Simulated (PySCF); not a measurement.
Species: cyclopropylamine, C3H7N.
Atom-mapped SMILES: `[NH2:1][CH:2]1[CH2:3][CH2:4]1`

Structure used (GFN2-xTB), in Å, numbered top down from 1:
```xyz
11
C3H7N angstrom
N      1.4853    0.5199    0.3884
C      0.2433    0.4648   -0.3231
C     -1.0358    0.2737    0.4245
C     -0.5434   -0.8103   -0.4951
H      1.4639   -0.1010    1.1903
H      2.2555    0.2384   -0.2101
H      0.2393    1.1632   -1.1525
H     -1.8990    0.8492    0.1287
H     -0.9781    0.0971    1.4881
H     -1.0690   -0.9799   -1.4221
H     -0.1565   -1.7124   -0.0431
```

Probes without a nucleus sit at each ring's centroid and 1 Å off its mean plane on both sides; NICS is minus the shielding there, NICSzz its component along the normal. Level: GIAO PBE0/pcSseg-1 (PySCF, non-relativistic, gas phase) on the GFN2-xTB geometry, one conformer.

Ring bond lengths (Å), with Mayer bond orders in brackets: C2–C3 1.494 (0.96), C3–C4 1.504 (0.95), C4–C2 1.508 (0.94).

Question: What do the NICS probes read (ppm)?

Answer: 
```json
{"ring": "C2–C3–C4", "type": "3-membered carbocycle; formal bonds all single", "NICS(0)": "-41.4", "NICS(1), two faces": "-7.7 / -9.0", "NICS(1)zz, two faces": "-18.8 / -23.5", "rms pucker (Å)": "0.00", "centre to ring atoms, mean (Å)": "0.87"}
```

Question: What do they say, and how far can they be read as aromaticity?

Answer: 
- C2–C3–C4: mean NICS(1)zz -21.1 ppm, shielded. C2, C3, C4 have four or more neighbours, so the value isn't read as a sign of a π ring current. The two faces differ by 4.7 ppm, so no symmetry operation interchanges them. NICS(0) lies 33 ppm below the mean NICS(1).

Question: How shielded are the nuclei of the rings and their hydrogens (means over atoms taken as equivalent)?

Answer: 
```csv
atoms,environment,σ isotropic (ppm),"principal values of the symmetric part, first atom (ppm)"
C2,sp3 carbon bound to nitrogen,157.0,"117.3, 143.1, 210.5"
C3 (×2),three-membered-ring carbon,177.6,"150.6, 174.4, 213.7"
H7,methine hydrogen,29.52,"22.9, 27.9, 37.7"
H8 (×2),methylene hydrogen,31.22,"25.4, 26.9, 41.1"
H9 (×2),methylene hydrogen,31.75,"26.3, 28.9, 39.4"
```
